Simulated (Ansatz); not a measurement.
## Ansatz (development build ahead of 0.2.0) run

```yaml
crystal:
  periodic: [false, false, false]
  atoms:
    - { symbol: P, position_ang: [0.0, 0.0, 0.0] }
    - { symbol: S, position_ang: [2.8866, 0.0, 1.0506] }
    - { symbol: S, position_ang: [-1.4433, 2.4999, 1.0506] }
    - { symbol: S, position_ang: [-1.4433, -2.4999, 1.0506] }
basis:
  gaussian: { orbitals: pcseg-2 }
magnetization:
  spin_polarized: true
  initial_magnetization: 3
hamiltonian:
  xc: hf
```

The input is written out in the form of the current development build from the run's settings.

Output:

```json
{
 "Converged": "yes",
 "Total energy": "-1533.21860 hartree",
 "Spin squared of the determinant": "6.324",
 "Stability test": "minimum"
}
```

Caution: the unrestricted determinant is a mixture of spin states; other spin multiplicities may lie lower.
